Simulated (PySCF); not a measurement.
C2H5NO, SMILES NC(=O)C. Atoms are numbered in the order given.

```xyz
9

C      0.2893     1.3794     0.0000
C     -0.1540    -0.0811     0.0000
N      0.8767    -0.9898     0.0000
O     -1.3302    -0.4256     0.0000
H      0.9023     1.6109     0.8954
H      0.9023     1.6109    -0.8954
H     -0.6101     2.0189     0.0000
H      0.6419    -1.9824     0.0000
H      1.8570    -0.7148     0.0000
```
Charge 0, spin multiplicity 1.

Geometry optimised at PBE-D3(BJ)/def2-SVP. The geometry has at least one imaginary mode, so it is a saddle point at that level. Other conformers were not sampled.

Two levels are set side by side: PBE/pcSseg-1 (PySCF) and PBE0/pcSseg-1 (PySCF). GIAO shifts against H2O (¹⁷O), NH3 (¹⁵N), TMS (¹H), TMS (¹³C) at the same level; non-relativistic, no solvent, atoms listed together averaged. Differences are taken from unrounded values.

| quantity | PBE0 | PBE | PBE minus PBE0 |
|---|---|---|---|
| δ(¹³C) of C1 (ppm) | 26.6 | 26.0 | -0.6 |
| δ(¹³C) of C2 (ppm) | 173.5 | 168.0 | -5.5 |
| δ(¹⁵N) of N3 (ppm) | 119.6 | 123.8 | 4.2 |
| δ(¹⁷O) of O4 (ppm) | 460.4 | 458.8 | -1.5 |

Rough cost on one machine, each run with all the roots and properties that it gave: PBE0 against PBE within a factor of 2.
